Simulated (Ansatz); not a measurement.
**A rate constant, worked out**

An elementary step of CH$_{6}$AlN, singlet (CH₆AlN ([CH3][NH][AlH2]) → CH₅N ([CH3][NH2]) + AlH (still joined by a long Al–N bond); Al–N, Al–H broken or loosened, N–H formed or tightened). The start structure is the reactant molecule, and the electronic barrier above it is 3.041 eV by CCSD(T) at an estimated basis limit (MP2 extrapolated from triple and quadruple zeta, plus CCSD(T) − MP2 in triple zeta). Computed with Ansatz 0.2.0 (basis: def2-TZVPP and def2-QZVPP); correlated methods freeze the cores. Extrapolation: Hartree–Fock as exp(−7.88 √X), correlation as X^−2.97. Harmonic wavenumbers at PBE0-D4/def2-TZVP (Ansatz 0.2.0), in cm⁻¹:

Start: 179, 218, 268, 537, 566, 594, 712, 783, 1083, 1141, 1157, 1398, 1457, 1486, 1514, 1930, 1937, 3008, 3054, 3105, 3601.

Saddle: 1433i, 204, 271, 330, 503, 639, 692, 982, 1041, 1096, 1142, 1338, 1441, 1478, 1508, 1703, 1797, 3022, 3094, 3099, 3464.

**Question.** Work out the transition-state-theory rate constant at 700 K from these numbers alone (harmonic vibrations; rotation, path degeneracy and anharmonicity left out), and the Wigner tunnelling factor. Use 1 cm⁻¹ = 1.2398 × 10⁻⁴ eV and k_B = 8.617 × 10⁻⁵ eV/K.

**Answer.** Zero-point energies, half the sums: start 29728/2 cm⁻¹ = 1.8429 eV; saddle, real modes only, 28844/2 cm⁻¹ = 1.7881 eV.
Barrier with zero-point energy: 3.041 + 1.7881 − 1.8429 = 2.9862 eV.
k_BT = 0.06032 eV, so the barrier is 49.50 k_BT.
Vibrational partition functions from the zero-point level, ln q = −Σ ln(1 − exp(−hν/k_BT)): start 5.229, saddle 4.415.
k = (k_BT/h) exp(ln q‡ − ln q) exp(−E0/k_BT), with log₁₀(k_BT/h in s⁻¹) = 13.16: log₁₀ k = 13.16 + (-0.814 − 49.50)/2.3026 = -8.69, so k ≈ 2 × 10^(-9) s⁻¹.
Wigner factor: 1 + (hν‡/k_BT)²/24 = 1 + (2.95)²/24 = 1.36. A change of 1 kcal/mol (0.043 eV) in the barrier would change k by a factor of 2.1 at this temperature.

The T1 diagnostic stays at or below 0.017. The restricted Hartree–Fock reference is unstable towards an unrestricted one at one or more of these structures. A large double-excitation amplitude points to some diradical character; no triplet was computed.

Labels in which every atom is bracketed show which atoms are joined, not bond orders.

For scale, one of the runs: CCSD(T)/def2-TZVPP, 188 basis functions, launched by `ansatz run in.yaml --threads 2 --pin off --events-out ev --progress --plain --max-ram 4352MiB`. The run took 29 s on 2 CPU threads of an Intel Xeon Platinum 8488C (shared host), with 1.9 GiB of host memory at its peak.
